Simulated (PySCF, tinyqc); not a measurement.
The basis set: RHF and MP2 along a ladder of basis sets, for CH2, spin multiplicity 1. Computed by the program tinyqc with PySCF. 

Geometry (angstrom):
```
atom       x        y       z
C     0.0000   0.0000  0.0000
H     0.0000   0.9260  0.4260
H     0.0000  -1.0020  0.4610
```

Same geometry throughout; the dipole is taken about the origin.

RHF and frozen-core MP2 in a ladder of bases:
```
basis        functions  E(RHF) (hartree)  E(MP2 corr) (hartree)  HOMO (eV)  LUMO (eV)  dipole (debye)
sto-3g               7        -38.338559              -0.031046    -7.2439     6.5412          1.6078
3-21g               13        -38.633645              -0.063246    -9.1730     2.2792          2.1037
6-31g               13        -38.836850              -0.062877    -9.1932     2.0963          2.1225
6-31g**             24        -38.856024              -0.107809    -9.3232     2.1533          1.8293
cc-pvdz             24        -38.860475              -0.107805    -9.4703     1.8462          1.7587
aug-cc-pvdz         41        -38.865097              -0.113473    -9.6810     0.7426          1.7087
cc-pvtz             58        -38.874196              -0.137274    -9.6392     1.4295          1.7304
```

From cc-pVDZ to cc-pVTZ the RHF energy falls by 13.7 mhartree and the correlation energy by 29.5. If valence correlation converges as X^-3, (27 E(T) - 8 E(D))/19 gives -0.1497 hartree, a rough estimate from such small X that usually falls short; STO-3G holds about 21 % of it. Beyond STO-3G the LUMO moves by 1.5 eV and the HOMO by 0.5 eV. The restricted reference is unstable here: a spin-polarised solution lies 0.0358 hartree lower (PySCF, cc-pVDZ), so results built on it describe a poor reference.
